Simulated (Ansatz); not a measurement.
fcc Pd, relaxed in Ansatz (plane waves) with several semilocal functionals. Each gives its own volume and its own bulk modulus:

| level | V0 (Å³/atom) | bulk modulus (GPa) | ln V0 | ln B0 |
|---|---|---|---|---|
| LDA | 14.152 | 227.1 | 2.6499 | 5.4254 |
| PBEsol | 14.553 | 204.0 | 2.6778 | 5.3181 |
| PBE | 15.325 | 167.8 | 2.7295 | 5.1228 |

Task: Fit a straight line to ln B0 against ln V0. What does it predict for r²SCAN, whose volume is 14.926 Å³/atom?

Result: With x = ln V0 and y = ln B0: means 2.68573 and 5.28877; Σ(Δx Δy) = -0.01239, Σ(Δx²) = 0.003262, so the slope is -3.80. At x = 2.7031 the line gives y = 5.28877 + (-3.80) × (2.7031 − 2.68573) = 5.2228, or 185.5 GPa. The run with r²SCAN gives 184.7 GPa, -0.4 % from the line. The rows used scatter about it by up to 0.1 %, while the largest value lies 35 % above the smallest. For comparison, PBE's own equation of state has B′ = 5.5, the slope −d ln B/d ln V at a fixed functional; the two needn't agree, since functionals also differ at one volume.

Measured: 195 GPa (measured, zero-point energy and finite temperature contributions removed, our sources range from 187 to 198; as tabulated in doi:10.1021/acs.jctc.3c00612).

The crystal itself was run without spin with r²SCAN; a magnetic state was not tried in these runs.

Ansatz's density-functional and Hartree–Fock values are scalar-relativistic unless marked +SOC, with PAW data made under PBE.

Ansatz is a program for electronic structure.
